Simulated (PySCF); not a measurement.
## NH: from constants to spectrum

UHF-CCSD(T) constants of NH, ³Σ⁻ (triplet), unpaired electrons π ↑↑ (basis H cc-pVTZ, N cc-pVTZ; no relativity; PySCF 2.14; masses 1.0078 and 14.0031 u):

| Property | Result |
| --- | --- |
| ωe | 3266.8 cm⁻¹ |
| ωexe | 78.6 cm⁻¹ |
| Be | 16.603 cm⁻¹ |
| αe | 0.652 cm⁻¹ |
| De to H + N | 3.43 eV |

What force constant and bond length do these constants imply?

Reduced mass μred = 0.94016 u; k = 5.8918×10⁻⁷·μred·ωe² (u, cm⁻¹, mdyn/Å) = 5.91 mdyn/Å; Re = √(16.8576/(μred·Be)) (u, cm⁻¹, Å) = 1.039 Å.

Estimate the centrifugal constant D from the Kratzer relation and find the Dunham coefficient a1.

D = 4Be³/ωe² = 0.00172 cm⁻¹; a1 = −1 − αeωe/(6Be²) = -2.29.

Measured values (Huber and Herzberg, Constants of Diatomic Molecules (1979)): ωe = 3282.27 cm⁻¹, ωexe = 78.35 cm⁻¹, Be = 16.6993 cm⁻¹, αe = 0.649 cm⁻¹.

Correlated steps freeze 1 core orbital. The state is the lowest determinant that a PBE0 search found; another state may lie lower at other levels.
